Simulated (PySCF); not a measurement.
**P₂: from constants to spectrum**

PBE0 constants of P₂, ¹Σg⁺ (singlet), closed shell (basis P def2-TZVP; no relativity; PySCF 2.14; masses 30.9738 and 30.9738 u):

| Quantity | Value |
| --- | --- |
| ωe | 832.8 cm⁻¹ |
| ωexe | 2.31 cm⁻¹ |
| Be | 0.30739 cm⁻¹ |
| αe | 0.00125 cm⁻¹ |
| D (centrifugal) | 1.68e-07 cm⁻¹ |
| De to P + P | 4.83 eV |

Q: Estimate the standard entropy (1 bar) and heat capacity of the ideal gas at 1000 K, rigid rotor with B0 and harmonic oscillator at the fundamental.

A: Translation (Sackur–Tetrode, M = 61.95 u): 185.5 J/(mol K). Rotation: q = kT/(σB0) = 1130 with σ = 2, 66.8. Vibration: x = hcν0/kT = 1.19, 7.33. S° = 259.6 J/(mol K); Cp = 7R/2 + 7.40 = 36.5 J/(mol K).

Measured values (Huber and Herzberg, Constants of Diatomic Molecules (1979)): ωe = 780.77 cm⁻¹, ωexe = 2.835 cm⁻¹, Be = 0.30362 cm⁻¹, αe = 0.00149 cm⁻¹.
